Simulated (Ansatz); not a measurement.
Relaxation of CH₄NSi (7 atoms, charge -1, multiplicity 1), to a largest force component of 0.015 eV/Å in at most 40 steps.

Level of theory: RKS r2SCAN-D4/6-31G (Ansatz).

```xyz
7
Properties=species:S:1:pos:R:3
N -0.988 -1.813 0.327
C 0.021 -1.144 -0.073
Si 0.456 0.643 -0.161
H -1.822 -1.306 0.712
H 0.789 0.883 -1.599
H -0.191 1.974 0.190
H 1.736 0.763 0.604
```

**Question.** Where does it end, and by what steps?

**Answer.** It converged. Limits of this set-up: no polarisation functions, an anion without diffuse functions, the dipole of an ion depends on the origin. After 13 steps the energy has fallen by 0.412 eV; H6 moved furthest, 0.62 Å.

| step | energy less start (eV) | largest force component (eV/Å) | accepted |
| --- | --- | --- | --- |
| 0 | 0.0000 | 1.301 | yes |
| 1 | -0.1972 | 1.099 | yes |
| 2 | -0.3038 | 1.139 | yes |
| 3 | -0.3061 | 1.300 | yes |
| 4 | -0.3761 | 1.042 | yes |
| 5 | -0.3895 | 0.508 | yes |
| 6 | -0.4043 | 0.265 | yes |
| 7 | -0.4091 | 0.100 | yes |
| 8 | -0.4114 | 0.069 | yes |
| 9 | -0.4117 | 0.028 | yes |
| 10 | -0.4119 | 0.017 | yes |
| 11 | -0.4120 | 0.029 | yes |
| 12 | -0.4120 | 0.016 | yes |
| 13 | -0.4120 | 0.013 | yes |

```xyz
7
Properties=species:S:1:pos:R:3
N -1.035 -2.022 0.337
C -0.036 -1.374 -0.064
Si 0.328 0.888 -0.096
H -1.901 -1.648 0.734
H 0.783 0.903 -1.570
H 0.158 2.469 0.064
H 1.703 0.783 0.594
```

Time of the run: 31 s on 1 thread of Arm Neoverse V2, with other jobs on the host, peak memory 0.13 GiB.
